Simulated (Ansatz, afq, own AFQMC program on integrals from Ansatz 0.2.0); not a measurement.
# Atomization energy of SiNH2, quartet, worked out

```yaml
atoms:
  - { symbol: Si, position_ang: [0.0095, -0.1038, 0.6022] }
  - { symbol: N, position_ang: [-0.0872, 0.1443, -1.1807] }
  - { symbol: H, position_ang: [0.2656, 1.1829, 1.3191] }
  - { symbol: H, position_ang: [0.6831, -0.2976, -1.6914] }
```

Connectivity, by distances: SiH–NH.

Basis cc-pVDZ. Only valence electrons are correlated. Ansatz 0.2.0 and our own AFQMC program on the same integrals; the CISD trial comes from CCSD amplitudes, and released means the phaseless constraint is let go. Error bars are statistical, one sigma.

Total energies in eV. CBS is CCSD(T) at the limit of def2-TZVPP/QZVPP (extrapolated itself); the highest rung of each member is named.

Cautions: SiNH₂ (quartet): another spin lies lower.

| member | count | CCSD(T)/cc-pVDZ | highest rung in cc-pVDZ | which | CCSD(T)/CBS |
| --- | --- | --- | --- | --- | --- |
| Si (triplet) | +1 | -7861.7800 | -7861.7922 | FCI | -7862.5000 |
| N (quartet) | +1 | -1482.4355 | -1482.4402 | FCI | -1483.8573 |
| H (doublet) | +2 | -13.5861 | -13.5861 | FCI | -13.6059 |
| SiNH₂, quartet | -1 | -9378.6661 | -9378.7074 | CCSDT(Q) | -9382.2652 |

Q: Work out the best estimate of the atomization energy: the CCSD(T)/CBS difference plus the step from CCSD(T) to the highest rung.

A: Sums with the counts: CCSD(T)/CBS 8.6961 eV, highest rung 7.3028 eV, CCSD(T)/cc-pVDZ 7.2784 eV. The step is 7.3028 − 7.2784 = 0.0244 eV, so the best estimate is 8.6961 + (0.0244) = 8.7205 eV = 841.4 kJ/mol. The basis set is worth 1.418 eV of it. Zero-point, core-correlation and spin–orbit terms aren't in it. Past Ne the Hartree–Fock part of each CBS total tends to overshoot, since the cores don't follow the formula; that largely cancels in the difference.

Best estimates are given only where the step beyond CCSD(T) is under 0.3 eV and no member's determinant is very poor (T1 over 0.05, or 0.07 for open shells, ⟨S²⟩ too high by 0.3, two states mixed), so the hardest cases are missing from such tables.

CCSDT and higher add their correlation energy to the determinant of the CCSD(T) run, since their own runs factorise the integrals more tightly (a shift of under 2 meV). Each member of a difference takes its own highest rung, so a best estimate needn't equal the limit plus the step of one row.
